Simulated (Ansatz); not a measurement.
Reaction (SMILES): [SiH4] (SiH4) → 4 H atom + Si atom
B3LYP-D3(BJ)/def2-TZVP geometries, fixed; electronic energies without zero-point terms.

The atomisation energy at CCSD(T) with Ansatz (an electronic-structure program), in kcal/mol, split into its Hartree-Fock and correlation parts. Cores are frozen. Open shells are unrestricted. No added dispersion term, no relativity. Functions are those of the species that has most.

```
basis        X  functions  Hartree-Fock  CCSD(T)
-----------  -  ---------  ------------  -------
cc-pV(D+d)Z  2         43        252.68   305.12
cc-pV(T+d)Z  3         95        255.92   318.42
cc-pV(Q+d)Z  4        184        256.86   322.94
cc-pV(5+d)Z  5        320        256.97   323.89
```

Worked estimate of the basis-set limit from each neighbouring pair, with Hartree-Fock from the larger set and the correlation part extrapolated as X^-3.
Correlation parts: X = 2: 52.44, X = 3: 62.50, X = 4: 66.08, X = 5: 66.92.
- (2,3): (27·(62.50) - 8·(52.44))/19 = 66.74; with Hartree-Fock 255.92 the estimate is 322.66 kcal/mol.
- (3,4): (64·(66.08) - 27·(62.50))/37 = 68.69; with Hartree-Fock 256.86 the estimate is 325.55 kcal/mol.
- (4,5): (125·(66.92) - 64·(66.08))/61 = 67.80; with Hartree-Fock 256.97 the estimate is 324.77 kcal/mol.
The last two estimates differ by 0.78 kcal/mol; the largest set lies 0.88 from the last. Over the last step Hartree-Fock moves by 0.11 and the correlation part by 0.84.
